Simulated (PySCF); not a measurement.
Compound: CH3CH2CH2CHFCH3, C5H11F.
Atom-mapped SMILES: `[CH3:1][CH2:2][CH2:3][C@@H:4]([CH3:5])[F:6]` (hydrogens: H7, H8, H9 on C1; H10, H11 on C2; H12, H13 on C3; H14 on C4; H15, H16, H17 on C5)

Method: core-valence-separated Tamm–Dancoff BHandHLYP/aug-pcX-1 (pcseg-1 on H) in PySCF, non-relativistic, gas phase, PBE0-D3(BJ)/def2-SVP geometry. No empirical shift is added; at this level the pattern usually sits a few eV under experiment.

Task: What does the C 1s absorption edge look like?

Result: 
| E (eV) | f | core hole on | main final orbital |
| --- | --- | --- | --- |
| 285.29 | 0.0086 | C1 | LUMO+1 (49 %) |
| 285.43 | 0.0108 | C5 | LUMO (62 %) |
| 285.63 | 0.0188 | C2 | LUMO+2 (59 %) |
| 285.63 | 0.0185 | C3 | LUMO+1 (33 %) |
| 285.99 | 0.0277 | C1 | spread |
| 286.02 | 0.0244 | C1 | spread |
| 286.09 | 0.0217 | C3 | spread |
| 286.12 | 0.0245 | C5 | LUMO+2 (30 %) |
| 286.17 | 0.0257 | C2 | LUMO+3 (36 %) |
| 286.19 | 0.0310 | C5 | spread |
| 286.58 | 0.0017 | C2 | LUMO+1 (72 %) |
| 286.65 | 0.0039 | C1 | LUMO+4 (54 %) |
| 286.74 | 0.0020 | C3 | LUMO (70 %) |
| 286.77 | 0.0064 | C2 | LUMO (46 %) |
| 286.89 | 0.0061 | C5 | spread |
| 286.93 | 0.0046 | C3 | LUMO+2 (33 %) |
| 287.08 | 0.0046 | C1 | LUMO (46 %) |
| 287.15 | 0.0626 | C4 | spread |
| 287.31 | 0.0023 | C3 | LUMO+3 (32 %) |
| 287.33 | 0.0010 | C2 | spread |
| 287.35 | 0.0048 | C5 | LUMO+1 (59 %) |
| 287.36 | 0.0041 | C1 | LUMO+2 (36 %) |

The first line with a tenth or more of the strongest one's intensity is at 285.29 eV (f = 0.009), with the hole on C1 (methyl carbon). The strongest listed is at 287.15 eV (f = 0.063; C4).

Task: List the fluorine K-edge absorption lines.

Result: 
| E (eV) | f | core hole on | main final orbital |
| --- | --- | --- | --- |
| 685.53 | 0.0295 | F6 | spread |
| 686.37 | 0.0083 | F6 | LUMO+2 (32 %) |
| 686.79 | 0.0016 | F6 | LUMO (31 %) |
| 686.92 | 0.0038 | F6 | spread |
| 687.15 | 0.0020 | F6 | LUMO+1 (37 %) |
| 687.60 | 0.0010 | F6 | LUMO+3 (31 %) |
| 687.79 | 0.0007 | F6 | LUMO+5 (53 %) |

The first line with a tenth or more of the strongest one's intensity is at 685.53 eV (f = 0.030), with the hole on F6 (alkyl fluorine). It is also the strongest listed.

Roots within 0.03 eV whose holes lie on the same, on equivalent or on shared atoms are summed into one line, and the highest roots are left out, as the search may have cut off their partners. Final orbitals are the ground state's empty Kohn–Sham orbitals.

Task: What is the summed oscillator strength of the listed C K lines, and their intensity-weighted mean energy?

Result: Σf = 0.316 over 22 lines from 285.29 to 287.36 eV; the weighted mean is 286.33 eV. The strongest line holds 20 % of the sum.

The list ends where the root search ended, not at a threshold.

Conformer computed: `[CH3:1][CH2:2][CH2:3][C@@H:4]([CH3:5])[F:6]`: C1–C2–C3–C4 178°, C2–C3–C4–C5 180°.

One conformer stands for the species.
